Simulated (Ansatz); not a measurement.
Born–Oppenheimer molecular dynamics of ClH3Si + H4Si (10 atoms, charge 0, multiplicity 1). It starts from a relaxed structure.

Level of theory: RHF/def2-SVP (Ansatz 0.2.0).

| Property | Result |
| --- | --- |
| ensemble | NVT, Nosé–Hoover chain |
| time step | 0.25 fs |
| steps asked | 300 |
| set temperature | 100 K |
| thermostat | time constant 100 fs, chain length 3 (defaults) |
| seed | 51237 |

Frames 5 fs apart, positions in Å, forces in eV/Å.

Velocities at 15.0 fs (Å/ps):

```
Si -0.58 -1.03 2.01
H -1.02 5.55 6.02
H 4.76 15.57 14.28
H 3.98 5.42 -5.01
H 16.14 -14.94 -0.48
Si -0.42 0.49 -0.74
Cl 0.61 -0.23 -0.96
H 0.89 7.77 1.12
H -8.67 1.63 -4.71
H -9.60 2.18 -12.82
```

```xyz
10
Properties=species:S:1:pos:R:3:forces:R:3 time_fs=15.0 energy_less_start_eV=0.013 T=88
Si -0.082 0.098 -2.969 -0.01 0.17 0.20
H -1.101 0.511 -1.972 0.04 0.00 -0.05
H -0.500 0.539 -4.314 0.01 0.07 -0.09
H 0.026 -1.372 -2.956 0.08 -0.15 0.01
H 1.222 0.718 -2.606 -0.11 -0.09 -0.08
Si 0.108 -0.038 2.882 0.23 -0.05 -0.45
Cl -0.523 -0.922 4.627 -0.16 -0.05 0.35
H 1.555 0.242 2.999 -0.08 0.03 -0.01
H -0.633 1.218 2.630 0.01 -0.13 0.07
H -0.122 -1.020 1.795 0.00 0.20 0.04
10
Properties=species:S:1:pos:R:3:forces:R:3 time_fs=20.0 energy_less_start_eV=0.023 T=78
Si -0.084 0.094 -2.958 0.37 0.26 0.25
H -1.091 0.533 -1.952 0.15 -0.11 -0.04
H -0.483 0.625 -4.271 -0.06 -0.04 -0.19
H 0.046 -1.375 -2.982 -0.18 -0.12 -0.04
H 1.270 0.631 -2.617 -0.28 0.02 0.02
Si 0.106 -0.036 2.875 -0.07 0.09 -0.55
Cl -0.521 -0.924 4.623 -0.11 -0.08 0.26
H 1.544 0.280 3.001 -0.06 -0.05 -0.05
H -0.667 1.202 2.620 0.07 -0.08 0.15
H -0.160 -0.977 1.755 0.17 0.12 0.19
10
Properties=species:S:1:pos:R:3:forces:R:3 time_fs=25.0 energy_less_start_eV=0.051 T=52
Si -0.083 0.092 -2.944 0.11 -0.23 -0.65
H -1.055 0.531 -1.935 -0.12 -0.04 0.24
H -0.474 0.698 -4.260 0.05 -0.29 0.26
H 0.026 -1.399 -3.016 -0.31 0.29 -0.04
H 1.270 0.553 -2.621 0.26 0.28 0.20
Si 0.104 -0.033 2.865 -0.14 0.26 0.14
Cl -0.519 -0.926 4.621 -0.02 -0.09 0.10
H 1.524 0.309 2.991 0.17 -0.04 -0.04
H -0.690 1.175 2.642 -0.10 0.29 0.08
H -0.163 -0.918 1.744 0.09 -0.42 -0.28
10
Properties=species:S:1:pos:R:3:forces:R:3 time_fs=30.0 energy_less_start_eV=0.019 T=84
Si -0.081 0.089 -2.935 0.35 0.22 0.29
H -1.034 0.517 -1.875 0.10 -0.09 -0.07
H -0.462 0.715 -4.209 -0.10 0.05 -0.22
H -0.061 -1.377 -3.060 -0.13 -0.19 -0.02
H 1.304 0.527 -2.587 -0.22 0.00 0.02
Si 0.101 -0.027 2.855 -0.25 0.22 -0.20
Cl -0.517 -0.928 4.620 0.06 -0.08 -0.08
H 1.533 0.327 2.972 -0.11 -0.09 -0.03
H -0.723 1.197 2.683 0.19 -0.15 0.00
H -0.140 -0.931 1.695 0.12 0.09 0.31
10
Properties=species:S:1:pos:R:3:forces:R:3 time_fs=35.0 energy_less_start_eV=0.017 T=86
Si -0.076 0.087 -2.924 -0.05 -0.02 0.19
H -0.996 0.486 -1.826 0.03 0.02 -0.12
H -0.468 0.736 -4.192 -0.02 0.11 -0.03
H -0.177 -1.381 -3.110 0.14 0.03 0.05
H 1.301 0.506 -2.545 -0.10 -0.13 -0.09
Si 0.096 -0.020 2.844 -0.05 0.00 0.25
Cl -0.515 -0.931 4.618 0.12 -0.03 -0.22
H 1.525 0.327 2.947 -0.01 0.00 0.04
H -0.724 1.199 2.722 0.03 -0.01 -0.17
H -0.095 -0.938 1.701 -0.09 0.04 0.11
10
Properties=species:S:1:pos:R:3:forces:R:3 time_fs=40.0 energy_less_start_eV=0.054 T=51
Si -0.072 0.085 -2.913 -0.65 -0.28 -0.48
H -0.957 0.460 -1.798 -0.20 0.16 0.10
H -0.477 0.779 -4.178 0.14 -0.02 0.35
H -0.263 -1.380 -3.147 0.30 0.22 0.09
H 1.286 0.458 -2.522 0.42 -0.07 -0.05
Si 0.090 -0.013 2.834 0.15 -0.09 0.74
Cl -0.512 -0.934 4.614 0.13 0.05 -0.29
H 1.516 0.328 2.930 0.11 0.07 0.08
H -0.718 1.200 2.722 -0.14 0.17 -0.23
H -0.071 -0.942 1.726 -0.24 -0.20 -0.30
10
Properties=species:S:1:pos:R:3:forces:R:3 time_fs=45.0 energy_less_start_eV=0.032 T=74
Si -0.073 0.081 -2.903 0.03 0.22 0.58
H -0.953 0.464 -1.759 0.10 0.02 -0.16
H -0.460 0.827 -4.104 -0.01 0.24 -0.21
H -0.284 -1.345 -3.168 0.14 -0.33 -0.03
H 1.341 0.388 -2.516 -0.26 -0.15 -0.18
Si 0.085 -0.006 2.831 -0.01 -0.18 0.06
Cl -0.508 -0.937 4.609 0.11 0.14 -0.31
H 1.522 0.341 2.930 -0.17 -0.01 0.03
H -0.733 1.225 2.671 0.13 -0.28 -0.07
H -0.098 -0.973 1.706 -0.07 0.32 0.29
10
Properties=species:S:1:pos:R:3:forces:R:3 time_fs=50.0 energy_less_start_eV=0.007 T=98
Si -0.074 0.079 -2.890 0.03 -0.03 -0.02
H -0.934 0.475 -1.749 0.05 -0.04 0.02
H -0.439 0.918 -4.059 0.05 -0.10 0.02
H -0.272 -1.363 -3.193 -0.05 0.12 -0.02
H 1.355 0.289 -2.546 -0.08 0.05 0.00
Si 0.080 -0.001 2.828 -0.09 -0.20 0.24
Cl -0.504 -0.939 4.602 0.06 0.19 -0.23
H 1.502 0.356 2.939 0.07 0.00 0.00
H -0.729 1.204 2.603 -0.08 0.08 0.08
H -0.142 -0.950 1.730 0.04 -0.07 -0.10
10
Properties=species:S:1:pos:R:3:forces:R:3 time_fs=55.0 energy_less_start_eV=0.045 T=63
Si -0.075 0.076 -2.877 0.01 -0.08 -0.53
H -0.905 0.478 -1.732 -0.07 -0.05 0.23
H -0.408 0.990 -4.014 0.04 -0.30 0.13
H -0.272 -1.361 -3.222 -0.24 0.24 -0.02
H 1.357 0.199 -2.575 0.26 0.20 0.19
Si 0.074 0.002 2.828 -0.13 -0.10 0.11
Cl -0.499 -0.940 4.593 -0.01 0.18 -0.09
H 1.492 0.370 2.947 0.07 -0.02 -0.05
H -0.739 1.194 2.554 -0.08 0.15 0.22
H -0.178 -0.940 1.737 0.15 -0.21 -0.19
10
Properties=species:S:1:pos:R:3:forces:R:3 time_fs=60.0 energy_less_start_eV=0.045 T=65
Si -0.075 0.073 -2.867 0.62 0.13 0.50
H -0.884 0.464 -1.675 0.15 -0.15 -0.14
H -0.371 1.006 -3.953 -0.14 0.16 -0.33
H -0.326 -1.317 -3.258 -0.28 -0.24 -0.10
H 1.394 0.151 -2.566 -0.35 0.10 0.07
Si 0.067 0.005 2.827 -0.17 -0.12 -0.54
Cl -0.494 -0.940 4.583 -0.06 0.11 0.06
H 1.495 0.380 2.945 -0.14 -0.06 -0.07
H -0.762 1.210 2.555 0.14 -0.20 0.26
H -0.179 -0.964 1.714 0.23 0.26 0.29
10
Properties=species:S:1:pos:R:3:forces:R:3 time_fs=65.0 energy_less_start_eV=0.010 T=100
Si -0.070 0.070 -2.854 -0.05 -0.11 -0.27
H -0.836 0.420 -1.637 -0.06 0.01 0.00
H -0.360 1.040 -3.946 -0.02 -0.09 0.15
H -0.439 -1.304 -3.310 0.06 0.23 0.11
H 1.373 0.126 -2.540 0.07 -0.04 0.01
Si 0.059 0.006 2.824 0.16 -0.05 0.02
Cl -0.489 -0.938 4.574 -0.10 -0.03 0.22
H 1.475 0.379 2.927 0.13 0.07 0.00
H -0.765 1.198 2.612 -0.14 0.16 0.02
H -0.133 -0.948 1.735 -0.04 -0.14 -0.26
10
Properties=species:S:1:pos:R:3:forces:R:3 time_fs=70.0 energy_less_start_eV=0.031 T=81
Si -0.066 0.067 -2.843 -0.41 0.00 -0.31
H -0.800 0.378 -1.602 -0.16 0.13 0.06
H -0.355 1.063 -3.915 0.05 -0.02 0.23
H -0.542 -1.253 -3.341 0.25 0.04 0.10
H 1.364 0.093 -2.510 0.27 -0.15 -0.09
Si 0.052 0.008 2.819 0.32 0.10 -0.10
Cl -0.485 -0.937 4.566 -0.10 -0.17 0.31
H 1.475 0.390 2.907 -0.03 0.07 0.03
H -0.791 1.207 2.677 -0.02 -0.05 -0.14
H -0.091 -0.949 1.711 -0.17 0.05 -0.10
```

Of the whole run (75 fs, mean temperature of the second half 75 K): The conserved energy stayed within 0.0076 meV per atom of its start (net change 0.0071 meV per atom), so the integration is sound. The mean temperature of the second half is 25 % below the set value. A run of 0.075 ps of so small a system gives no equilibrium averages.

Time of the run: 4.5 min on 1 thread of Arm Neoverse V1, on a shared host, peak memory 0.14 GiB.
